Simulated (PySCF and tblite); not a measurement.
The numbers below are computed, except where a source is named.
Stationary points of C6H8 at PBE0-D3(BJ)/def2-SVP, in Å:

Structure A

```
 1 C    -2.699   -1.109    0.140
 2 C    -1.309   -0.617   -0.080
 3 C    -0.602   -0.607   -1.234
 4 C     0.752   -0.023   -0.990
 5 C     0.734    0.305    0.469
 6 C    -0.465   -0.045    0.980
 7 H    -3.352   -0.301    0.511
 8 H    -2.723   -1.908    0.899
 9 H    -3.139   -1.504   -0.786
10 H    -0.951   -0.966   -2.203
11 H     0.939    0.874   -1.611
12 H     1.565   -0.731   -1.242
13 H     1.568    0.754    1.008
14 H    -0.780    0.071    2.019
```

Structure B

```
 1 C    -1.953   -0.654    0.284
 2 C    -0.520   -0.265    0.103
 3 C     0.200   -0.341   -1.101
 4 C     1.484    0.195   -0.898
 5 C     1.547    0.623    0.517
 6 C     0.296    0.319    1.085
 7 H    -2.631    0.190    0.070
 8 H    -2.153   -0.978    1.315
 9 H    -2.233   -1.476   -0.392
10 H    -0.183   -0.714   -2.051
11 H     1.350    1.432   -0.492
12 H     2.341    0.171   -1.572
13 H     2.455    0.954    1.020
14 H     0.000    0.544    2.111
```

The path came from a restrained scan, a climbing-image band and a saddle search at GFN2-xTB; energies are BP86/pcSseg-1 + D3(BJ)//PBE0-D3(BJ)/def2-SVP, thermal terms GFN2-xTB.

Task: Which structure is a saddle point, and along which motion?

Result: B: one imaginary mode (1198i cm⁻¹ at GFN2-xTB, mostly on H11, C5, C4), along the shift of hydrogen on C4 from C4 to C5.

Task: Give their symmetry and energies above the lowest.

Result: A Cs, 0.0 kcal/mol; B Cs, 25.7 kcal/mol.

Tunnelling of the moving H, left out here, will speed the real process.
